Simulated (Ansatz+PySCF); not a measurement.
A calculation with PySCF 2.14.0.

```python
from pyscf import gto, scf

mol = gto.M(atom="""
C -0.002740 0.021350 -0.682390
C -0.008720 -0.037790 0.788150
H 0.924860 0.016890 1.351700
H -0.936250 0.024010 1.352870
H -0.000820 1.062980 -1.075520
H 0.893800 -0.471010 -1.131520
H -0.882760 -0.462100 -1.119980
""", basis='def2-svp', charge=0, spin=1)
mf = scf.UHF(mol)
mf.init_guess = 'huckel'
mf.kernel()
while True:  # follow internal instabilities
    mo, _, stable, _ = mf.stability(return_status=True)
    if stable: break
    mf.kernel(mf.make_rdm1(mo, mf.mo_occ))
print(mf.converged, mf.e_tot, mf.spin_square()[0])
```

The script is written out from the run's settings.

Output:

| Property | Result |
| --- | --- |
| Converged | yes |
| Total energy | -78.54224 hartree |
| Spin squared of the determinant | 0.763 |
